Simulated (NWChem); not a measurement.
# Na2; SMILES [Na][Na]

Computed with NWChem. All runs use the structure optimised with PBE-D3(BJ)/def2-SVP. Total energies compare along this basis series because the functional is fixed.

```
level             basis functions  energy (Ha)  highest occupied level (eV)  orbital gap (eV)
----------------  ---------------  -----------  ---------------------------  ----------------
PBE0/3-21G                     26    -322.3447                        -3.61              2.24
PBE0/pcseg-1                   20    -324.3620                        -3.58              2.25
PBE0/aug-pcseg-1               28    -324.3622                        -3.57              2.25
PBE0/pcseg-2                   38    -324.3865                        -3.60              2.26
PBE0/def2-TZVPP                64    -324.3762                        -3.60              2.26
PBE0/def2-QZVP                 92    -324.3901                        -3.60              2.25
```
